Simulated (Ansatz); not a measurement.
# NS (SMILES [N]=S) at 6 levels

Aim: a comparison of 6 runs (U-revPBE/STO-3G, UB3LYP/STO-3G, UCAM-B3LYP/STO-3G, UPBE/STO-3G, RPA@PBE/STO-3G, UMP2/STO-3G) of NS. 

Program for the calculation: Ansatz 0.2.0.

46 further runs of the same task are left out: 4 that didn't finish, 42 set aside as unsound or not needed.

**1. The structure to begin with**

The species is NS (2 atoms), meant as a doublet with charge 0. SMILES: `[N]=S`. The S2–N1 distance was set to 3.714 Å, away from the relaxed value.

**2. The energy at U-revPBE/STO-3G (run 1)**

The input, molecule.yaml:

```yaml
crystal:
  periodic: [false, false, false]
  atoms:
    - {symbol: "N", position_ang: [-0.000000, -0.000000, -2.239600]}
    - {symbol: S, position_ang: [0.000000, 0.000000, 1.474400]}
basis:
  gaussian:
    orbitals: STO-3G
magnetization:
  spin_polarized: true
  initial_magnetization: 1
hamiltonian:
  xc: {name: revPBE}
accuracy: high
```

Started as:

```sh
$ ansatz run molecule.yaml --threads 1 --pin off --max-ram 3480MiB --events-out events.jsonl --progress --plain --runs-dir runs
```

Standard output:

```text
Warning: RAYON_NUM_THREADS=1 ignored (pool sized by the plan → 1); use --threads N
Functional definition: revPBE
  name "revPBE"
  parameter kappa = 1.245
  parameter beta = 0.06672455060314922
  exchange = pbe_x(kappa = kappa, mu = beta*pi^2/3)
  correlation = pbe_c(beta = beta)
204 factors; integrals over basis functions are off by at most 5.9e-9 eV
mean field evaluation 1: about -12071.8081 eV, gradient 3.9e1 eV
mean field evaluation 2: about -12122.7499 eV, gradient 4.4e0 eV
mean field evaluation 4: about -12065.3534 eV, gradient 1.6e1 eV
mean field evaluation 8: about -12122.8988 eV, gradient 3.3e0 eV
mean field evaluation 16: about -12174.9202 eV, gradient 3.5e-1 eV
mean field evaluation 32: about -12176.2576 eV, gradient 9.9e-3 eV
mean field evaluation 64: about -12176.2569 eV, gradient 4.3e-2 eV
mean field -12176.25763653 eV, -447.4692147786 hartree, gradient 8.7e-8 eV, S^2 2.744801; 6 other end points of the search recorded, 0 dependent functions left out
reference -12176.25763834 eV, -447.4692148452 hartree; 12, 11 occupied and 2, 3 virtual orbitals, 204 factors
Total energy: -12176.25763834 eV, -447.4692148452 hartree
```

Wall time 4.2 s (1 thread of Arm Neoverse V2, shared host); peak memory 0.093 GiB.

**3. The energy at UB3LYP/STO-3G (run 2)**

The input, molecule.yaml:

```yaml
crystal:
  periodic: [false, false, false]
  atoms:
    - {symbol: N, position_ang: [-0.000000, -0.000000, -2.239600]}
    - {symbol: S, position_ang: [0.000000, 0.000000, 1.474400]}
basis:
  gaussian:
    orbitals: STO-3G
magnetization:
  spin_polarized: true
  initial_magnetization: 1
hamiltonian:
  xc: {name: B3LYP}
accuracy: high
```

Started as:

```sh
$ ansatz run molecule.yaml --threads 1 --pin off --max-ram 3480MiB --events-out events.jsonl --progress --plain --runs-dir runs
```

Standard output:

```text
Warning: RAYON_NUM_THREADS=1 ignored (pool sized by the plan → 1); use --threads N
Functional definition: B3LYP
  name "B3LYP"
  parameter a0 = 0.2
  parameter ax = 0.72
  parameter ac = 0.81
  exchange = (1 - a0 - ax)*slater_x + ax*b88_x + a0*exact_x
  correlation = (1 - ac)*vwn_rpa_c + ac*lyp_c
204 factors; integrals over basis functions are off by at most 5.9e-9 eV
mean field evaluation 1: about -12084.4346 eV, gradient 5.8e1 eV
mean field evaluation 2: about -12125.2220 eV, gradient 4.2e0 eV
mean field evaluation 4: about -12068.3438 eV, gradient 1.5e1 eV
mean field evaluation 8: about -12125.3251 eV, gradient 3.3e0 eV
mean field evaluation 16: about -12176.0943 eV, gradient 3.8e0 eV
mean field evaluation 32: about -12178.7021 eV, gradient 9.4e-2 eV
mean field -12178.70218360 eV, -447.5590502263 hartree, gradient 2.4e-9 eV, S^2 2.747276; 2 other end points of the search recorded, 0 dependent functions left out
reference -12178.70220752 eV, -447.5590511056 hartree; 12, 11 occupied and 2, 3 virtual orbitals, 204 factors
Total energy: -12178.70220752 eV, -447.5590511056 hartree
```

Wall time 3.3 s (1 thread of Arm Neoverse V2, shared host); peak memory 0.093 GiB.

Runs 3 to 5 aren't shown in full; the table further down has their settings and results.

**4. The energy at UMP2/STO-3G (run 6)**

The input, run.yaml:

```yaml
crystal:
  periodic: [false, false, false]
  atoms:
    - symbol: N
      position_ang: [-0.000000, -0.000000, -2.239600]
    - symbol: S
      position_ang: [0.000000, 0.000000, 1.474400]
basis:
  gaussian: {orbitals: STO-3G}
magnetization: {spin_polarized: true, initial_magnetization: 1}
correlation: {method: mp2, frozen_orbitals: {"N": 1, S: 5}}
accuracy: high
```

Started as:

```sh
$ ansatz run run.yaml --threads 1 --pin off --max-ram 3480MiB --events-out events.jsonl --progress --plain --runs-dir runs
```

Standard output, cut to the lines that bear on the results:

```text
Warning: RAYON_NUM_THREADS=1 ignored (pool sized by the plan → 1); use --threads N
Functional definition: HF
  name "HF"
[...]
204 factors; integrals over basis functions are off by at most 5.9e-9 eV
[...]
mean field -12159.38835756 eV, -446.8492802108 hartree, gradient 1.1e-8 eV, S^2 2.749538; 14 other end points of the search recorded, 0 dependent functions left out
6 core orbitals not correlated: weight in the atoms' cores, before any rotation towards them, 1.000 or more for the frozen orbitals, at most 0.000 for the correlated occupied ones
reference -12159.38835756 eV, -446.8492802108 hartree; 6, 5 occupied and 2, 3 virtual orbitals, 204 factors
second order -0.00042913 eV of doubles, -0.00000000 eV of singles
Total energy: -12159.38878669 eV, -446.8492959812 hartree
```

Run time: 0.28 s. Hardware: 1 thread of Arm Neoverse V2, shared host.

**5. All runs side by side**

```
run              level  frozen core orbitals  energy (Eh)   ⟨S²⟩  wall time
  1    U-revPBE/STO-3G                     –  -447.469215  2.745      4.2 s
  2      UB3LYP/STO-3G                     –  -447.559051  2.747      3.3 s
  3  UCAM-B3LYP/STO-3G                     –  -447.524365  2.748      1.4 s
  4        UPBE/STO-3G                     –  -447.294041  2.745      7.2 s
  5     RPA@PBE/STO-3G                     6  -446.904622  2.745      8.7 s
  6        UMP2/STO-3G                     6  -446.849296  2.750     0.28 s
```

**6. Outcome**

```
                                          quantity          value
                               run 6: total energy  -446.84930 Eh
run 6: correlation energy (6 core orbitals frozen)        0.0 mEh
          run 6: ⟨S²⟩ of the reference determinant          2.750
```

Totals of different functionals can't be ranked against each other. In runs 1, 2, 3, 4, 5, 6 the basis is minimal, so the values are rough. Spin contamination of the reference: run 6 ⟨S²⟩ = 2.75, run 3 ⟨S²⟩ = 2.75, run 2 ⟨S²⟩ = 2.75, run 4 ⟨S²⟩ = 2.75, run 5 ⟨S²⟩ = 2.75, run 1 ⟨S²⟩ = 2.74. Where it is this large, the reference is a mixture of spin states, and values that rest on it are in doubt. All runs together took 25 s, the longest 8.7 s.
